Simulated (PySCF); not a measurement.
PySCF single point, PBE/def2-TZVP, density fitting, vacuum, on acetonitrile, C2H3N (SMILES CC#N), charge 0, multiplicity 1.

```python
from pyscf import gto, scf, dft
mol = gto.M(atom='''
C     -1.106263     0.055731    -0.207100
C      0.330389     0.058776    -0.203508
N      1.472942     0.055351    -0.207997
H     -1.466264    -0.884240    -0.623839
H     -1.472942     0.163768     0.812929
H     -1.471426     0.884240    -0.812929
''', basis='def2-TZVP', charge=0, spin=0, verbose=3)
mf = dft.RKS(mol, xc='PBE')
mf = mf.density_fit()
mf.max_cycle = 100
e = mf.kernel()
print('converged', mf.converged)
print('E_total', e)
print('nao', mol.nao)
print('HOMO', mf.mo_energy[mf.mo_occ > 0].max())
mf.dip_moment()
```

The program's output:

```
converged SCF energy = -132.633983149813
converged True
E_total -132.63398314981254
nao 111
HOMO -0.2979551038142183
Dipole moment(X, Y, Z, Debye): -3.92270,  0.00022,  0.00141
```

The total energy is -3609.15 eV.
